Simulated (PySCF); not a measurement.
## PO(OH)₂ + NH₃ → PN(OH) + 2 H₂O

Level: PBE0 in the def2-TZVP basis family, all electrons, no relativity, computed in PySCF with density fitting; open shells unrestricted.

```tsv
species	state and structure	ZPE (kJ/mol)	H(298 K) − H(0) (kJ/mol)	S° (J/(mol K))
PO(OH)₂	doublet, Cs, O–H 0.964 Å (×2), P–O 1.473 Å, P–O 1.603 Å (×2); H–O–P 110.9° (×2), O–P–O 97.1°, O–P–O 117.3° (×2)	85.8	15.9	305.3
NH₃	singlet, C3v, N–H 1.013 Å (×3); H–N–H 107.1° (×3)	90.6	10.0	192.4
PN(OH)	doublet, Cs, O–H 0.967 Å, P–N 1.559 Å, P–O 1.621 Å; H–O–P 113.7°, N–P–O 110.0°	44.7	12.1	270.3
H₂O	singlet, C2v, O–H 0.960 Å (×2); H–O–H 105.1°	56.5	9.9	188.7
```

Q: Is the gas-phase reaction uphill or downhill in electronic energy at this level, and by how much?

A: At PBE0/def2-TZVP, ΔE = 300.0 kJ/mol, uphill. 

Q: Add zero-point, thermal and entropy terms for 298.15 K and 1 bar.

A: ΔZPE = -18.7 and Δ[H(298) − H(0)] = 6.0 kJ/mol give ΔH° = 287.3 kJ/mol. ΔS° = 150.0 J/(mol K), so ΔG° = 287.3 − 298.15 × (0.1500) = 243 kJ/mol. ΔG° would change sign near 1920 K if ΔH° and ΔS° stayed fixed.

Each species is the lowest minimum found with this bonding; other isomers or fragments can lie lower.
